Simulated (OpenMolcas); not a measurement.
BHF2 (SMILES FBF): the energy, rung by rung

BHF2 has 4 atoms, charge 0, and is taken as a singlet. As SMILES, `FBF`. Geometry: relaxed at PBE0-D4/def2-TZVP.

```tsv
atom	x (Å)	y (Å)	z (Å)
F	1.1543	0.4569	-0.3619
B	-0.0019	-0.0310	0.0252
F	-1.0954	0.5287	-0.4389
H	-0.0570	-0.9546	0.7756
```

Quantity: the energy change with the F1–B2 bond stretched from 1.313 to 1.642 Å, in eV. The values are calculated.

| level | kind | program | value (eV) | less FCI/STO-3G | CPU time (all runs) |
| --- | --- | --- | --- | --- | --- |
| HF/STO-3G (restricted) | Hartree–Fock | OpenMolcas | 1.99 | +0.42 | 3.5 s |
| SVWN5/STO-3G (restricted) | LDA | OpenMolcas | 1.61 | +0.04 | 7.4 s |
| PBE/STO-3G (restricted) | GGA | OpenMolcas | 1.39 | -0.18 | 8.1 s |
| r2SCAN/STO-3G (restricted) | meta-GGA | OpenMolcas | 1.56 | -0.01 | 9.5 s |
| M06-2X/STO-3G (restricted) | hybrid meta-GGA | OpenMolcas | 1.76 | +0.19 | 9.5 s |
| B2PLYP/STO-3G (restricted) | double hybrid | OpenMolcas | 1.67 | +0.10 | 7.7 s |
| MP2/STO-3G (restricted) | perturbation theory | OpenMolcas | 1.81 | +0.24 | 3.6 s |
| CISD/STO-3G (restricted) | coupled cluster or CI | OpenMolcas | 1.64 | +0.07 | 3.8 s |
| FCI/STO-3G | exact in the basis | OpenMolcas | 1.57 | 0.00 | 3 min |

FCI/STO-3G is exact within its basis and frozen core, so for wave-function methods in that basis the difference is their error; functionals converge differently with the basis, so for them it is only a difference. The first shape isn't each level's own minimum. The values span 1.39 to 1.99 eV. All rows use very small basis sets, so even the best lies far from the true value. CPU times are rough (shared hosts, several kinds of processor): they show what a rung costs within a factor of a few.
